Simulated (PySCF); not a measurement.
**Bond curve of SF⁻**

Set-up: PySCF, no relativity, basis sets S aug-cc-pV(D+d)Z, F aug-cc-pVDZ. Energies in eV from S + F⁻ in their ground configurations at the same level. State: ¹Σ⁺ (singlet), closed shell.

| R (Å) | LC-ωPBE | r²SCAN | PBE0 |
| --- | --- | --- | --- |
| 1.497 | -1.442 | -1.637 | -1.658 |
| 1.567 | -1.931 | -2.132 | -2.139 |
| 1.637 | -2.198 | -2.413 | -2.404 |
| 1.689 | -2.290 | -2.519 | -2.497 |
| 1.741 | -2.312 | -2.557 | -2.522 |
| 1.793 | -2.281 | -2.543 | -2.495 |
| 1.863 | -2.176 | -2.464 | -2.400 |
| 1.950 | -1.979 | -2.301 | -2.216 |
| 2.054 | -1.688 | -2.051 | -1.943 |
| 2.194 | -1.268 | -1.685 | -1.549 |

Problem. Put a parabola through the three lowest points of the LC-ωPBE curve and estimate Re, k and ωe (reduced mass 11.92 u; 1 eV/Å² = 0.16022 mdyn/Å; ωe = 1302.8·√(k/μ) cm⁻¹).

Solution. Through R = 1.689, 1.741, 1.793 Å the second-order coefficient is 9.80 eV/Å², so Re ≈ 1.737 Å, k ≈ 3.14 mdyn/Å and ωe ≈ 669 cm⁻¹. A polynomial fit of higher order to the unrounded LC-ωPBE energies gives Re = 1.734 Å, k = 3.27 mdyn/Å, ωe = 682 cm⁻¹; anharmonicity and rounding make the difference.

The higher-order fit for each curve: LC-ωPBE: Re = 1.734 Å, ωe = 682 cm⁻¹, De = 2.31 eV; r²SCAN: Re = 1.751 Å, ωe = 642 cm⁻¹, De = 2.56 eV; PBE0: Re = 1.738 Å, ωe = 665 cm⁻¹, De = 2.52 eV.

For an ion De counts to the pair picked by the measured ionisation energies or electron affinities, which need not be the lowest pair at this level. The highest Kohn–Sham level is positive in this anion. Much of that is self-interaction error, but it also means that the finite basis helps to hold the extra electron.
